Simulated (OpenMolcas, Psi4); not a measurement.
**SF2 (sulfur difluoride): a line through the functionals**

SF2 has 3 atoms, charge 0, and is taken as a singlet. As SMILES, `FSF`. The shape is that of a PBE0-D4/def2-TZVP optimisation.

The HOMO–LUMO gap y, in eV, basis def2-TZVP; a is the functional's share of exact exchange. Programs: OpenMolcas 26.06, Psi4 1.11.

| functional | program | a | y (eV) |
| --- | --- | --- | --- |
| BLYP | OpenMolcas | 0 | 2.93 |
| r2SCAN | OpenMolcas | 0 | 3.42 |
| TPSSh | Psi4 | 0.1 | 4.24 |
| B3LYP | OpenMolcas | 0.2 | 5.01 |
| PBE0 | OpenMolcas | 0.25 | ? |
| BHLYP | OpenMolcas | 0.5 | 8.13 |

Question: Fit y = c + s·a to the known rows and predict PBE0.

Answer: 
1. Means of the 5 rows: a = 0.1600, y = 4.746.
2. Σ(Δa)² = 0.172, Σ(Δa·Δy) = 1.6942, so the slope is 1.6942/0.172 = 9.85.
3. Intercept: 4.746 − (9.85) × 0.1600 = 3.170. The largest residual of the fit is 0.25.
4. PBE0: 3.170 + (9.85) × 0.25 = 5.63 eV.

The run gave 5.52 eV, so the prediction is off by +0.11 eV, within the scatter of the fit. Exact exchange lowers occupied levels and raises empty ones. The rows mix families of semi-local functionals, which the line can't see.
